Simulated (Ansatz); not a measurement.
A structure relaxed at PBE0-D4/def2-TZVP, charge 0, multiplicity 1:

Cartesian coordinates in Å:
```
C -1.6576 -0.0203 -0.1775
C -0.4835 -0.8213 0.3648
C 0.8645 -0.4411 -0.2366
C 1.2920 0.9635 0.1081
F 2.5550 1.2148 -0.4036
H -2.6036 -0.3910 0.2231
H -1.7091 -0.0903 -1.2678
H -1.5890 1.0387 0.0820
H -0.6563 -1.8845 0.1739
H -0.4377 -0.7164 1.4551
H 0.8308 -0.5434 -1.3266
H 1.6370 -1.1273 0.1235
H 0.6168 1.7141 -0.3124
H 1.3406 1.1047 1.1937
```

Task: Give its formula and SMILES.

Result: C4H9F, `CCCCF`.

Task: Point group (tolerance 0.08 Å, 0.16 Å for H)?

Result: C1.

Task: Summarise the bond lengths by kind.

Result: 3 × C–C 1.508 to 1.524 Å; 9 × C–H 1.092 to 1.096 Å; 1 × C–F 1.386 Å.

Results of the Gaussian-basis code of Ansatz.
